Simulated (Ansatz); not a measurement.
Task: harmonic frequencies at the relaxed geometry of C3H4Cl, SMILES Cl[C]1CC1, with Ansatz's Python interface. Give the script and its output. Level of theory (for the species named): PBE0, def2-SVP basis, multiplicity 2.

Input file `c3h4cl.xyz`:
```text
8

Cl    2.09540   -0.67750    0.58330
C     0.85500   -0.17770   -0.60090
C    -0.11060    0.82330    0.01550
C    -0.53020   -0.62080   -0.15440
H    -0.57620    1.51400   -0.71810
H     0.09130    1.11830    1.06780
H    -0.58080   -1.19530    0.79550
H    -1.24400   -0.78430   -0.98860
```

`run_freq.py`:
```python
import ansatz
import numpy as np


def main() -> None:
    mol = ansatz.Crystal.molecule_from_extxyz("c3h4cl.xyz")

    setup = (
        mol.calculation()
        .basis(gaussian="def2-SVP")
        .functional("PBE0")
        .spin("collinear", total=1)
    )
    symbols = [site.symbol for site in mol.cartesian_sites]
    start = np.array([site.position_ang for site in mol.cartesian_sites], dtype=float)
    def progress(event):
        if event["event"] == "relax_step":
            row = event["data"]
            print(f"step {row['step']:3d}  E = {row['lagrangian_ev']:.6f} eV  largest force component {row['allowed_force_max_ev_ang']:.4f} eV/A")


    rep = setup.relax(force_tolerance=0.003).session().plan().execute(on_event=progress).report
    end = np.array(rep["positions_ang"])

    print("final positions (A) and the move of each atom")
    for symbol, xyz, old in zip(symbols, end, start):
        print(f"{symbol:2s} {xyz[0]:10.5f} {xyz[1]:10.5f} {xyz[2]:10.5f}   {np.linalg.norm(xyz - old):7.4f}")

    minimum = ansatz.Crystal.molecule()
    for symbol, place in zip(symbols, end):
        minimum = minimum.atom(symbol, place.tolist())
    vibrating = (
        minimum.calculation()
        .basis(gaussian="def2-SVP")
        .functional("PBE0")
        .spin("collinear", total=1)
        .phonons(temperatures=(200, 600, 100))
    )
    vib = vibrating.run(threads=1).report["vibrations"]
    sums = vib["harmonic_sums"]
    modes = [m["omega_inv_cm"] for m in sums["modes_at_gamma"] if m["rigid_motion"] == "no"]
    for number, w in enumerate(modes, start=1):
        print(f"mode {number:2d} {w:9.1f} 1/cm {w / 8065.544 * 1000:8.2f} meV")
    print("imaginary modes:", sum(w < 0 for w in modes), " zero-point energy:", round(sums["zero_point_energy_ev"], 4), "eV")
    print("T (K)   F_vib (eV)   S_vib (meV/K)   C_vib (meV/K)")
    for row in zip(sums["temperatures_k"], sums["vibrational_free_energy_ev"], vib["entropy_ev_per_k"], vib["heat_capacity_ev_per_k"]):
        print(f"{row[0]:6.1f} {row[1]:11.4f} {1000 * row[2]:13.4f} {1000 * row[3]:15.4f}")


if __name__ == "__main__":
    main()
```

```console
$ python run_freq.py
step   1  E = -15681.399676 eV  largest force component 3.4974 eV/A
step   2  E = -15681.771145 eV  largest force component 1.3022 eV/A
step   3  E = -15681.878929 eV  largest force component 0.8443 eV/A
step   4  E = -15681.927248 eV  largest force component 0.1589 eV/A
step   5  E = -15681.930016 eV  largest force component 0.0675 eV/A
step   6  E = -15681.930609 eV  largest force component 0.0718 eV/A
step   7  E = -15681.930862 eV  largest force component 0.0079 eV/A
step   8  E = -15681.930866 eV  largest force component 0.0012 eV/A
final positions (A) and the move of each atom
Cl    2.28029   -0.70475    0.35871    0.2922
C     0.83128   -0.19682   -0.37987    0.2231
C    -0.11703    0.83409    0.03599    0.0240
C    -0.54260   -0.63062   -0.13639    0.0240
H    -0.46622    1.56082   -0.70721    0.1200
H    -0.04983    1.23179    1.05561    0.1815
H    -0.75965   -1.21123    0.76810    0.1816
H    -1.17634   -0.88328   -0.99484    0.1201
mode  1     258.2 1/cm    32.01 meV
mode  2     335.6 1/cm    41.61 meV
mode  3     612.0 1/cm    75.88 meV
mode  4     756.5 1/cm    93.80 meV
mode  5     823.4 1/cm   102.09 meV
mode  6     910.6 1/cm   112.90 meV
mode  7    1024.0 1/cm   126.96 meV
mode  8    1028.7 1/cm   127.55 meV
mode  9    1084.0 1/cm   134.40 meV
mode 10    1094.0 1/cm   135.63 meV
mode 11    1144.7 1/cm   141.92 meV
mode 12    1334.8 1/cm   165.49 meV
mode 13    1413.1 1/cm   175.21 meV
mode 14    1486.9 1/cm   184.35 meV
mode 15    3120.7 1/cm   386.92 meV
mode 16    3121.3 1/cm   386.99 meV
mode 17    3209.5 1/cm   397.93 meV
mode 18    3217.8 1/cm   398.96 meV
imaginary modes: 0  zero-point energy: 1.6103 eV
T (K)   F_vib (eV)   S_vib (meV/K)   C_vib (meV/K)
 200.0      1.6054        0.0853          0.1776
 300.0      1.5919        0.1890          0.3510
 400.0      1.5668        0.3147          0.5283
 500.0      1.5286        0.4493          0.6779
 600.0      1.4770        0.5839          0.7974
```

Caveats:
- Total energies depend on the basis set; only differences at equal settings carry meaning.
- The frequencies are harmonic and unscaled, in a modest basis.
- The run takes the species as open-shell (spin multiplicity 2), which needn't be its ground state.
- Finished in 110 s on 1 thread of Arm Neoverse V1 (shared host), peak memory 0.28 GiB.
